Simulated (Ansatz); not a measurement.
Results of PBEsol in Ansatz (plane waves, PAW) for hcp Os.

Run with plane-wave cutoff 520 eV, 24×24×14 k mesh (along the axes of the cell as run), Fermi–Dirac smearing 0.05 eV, no spin polarisation, scalar-relativistic PAW data made under PBE.

Cell (relaxed at this level):

```yaml
crystal:
  lattice:
    - [1.36443, -2.36326, 0.00000]
    - [1.36443, 2.36326, 0.00000]
    - [0.00000, 0.00000, 4.30809]
  atoms:
    - { symbol: Os, position: [0.33333, 0.66667, 0.25000] }
    - { symbol: Os, position: [0.66667, 0.33333, 0.75000] }
```

Question: Give the computed bulk modulus and pressure derivative B′ of the bulk modulus.

Answer: 
- bulk modulus: 431 GPa
- pressure derivative B′ of the bulk modulus: 4.8

The run finds no gap.

Measured, for comparison: bulk modulus 425 GPa (zero-point energy and finite temperature contributions removed; as tabulated in doi:10.1021/acs.jctc.3c00612). Computed (rounded) less measured: bulk modulus +1 %.

Note: the bulk modulus comes from volumes at which shape and atoms were relaxed.

Spin–orbit coupling is not included.

Static lattice: no zero-point or thermal effects.

Ansatz is a program for electronic structure.
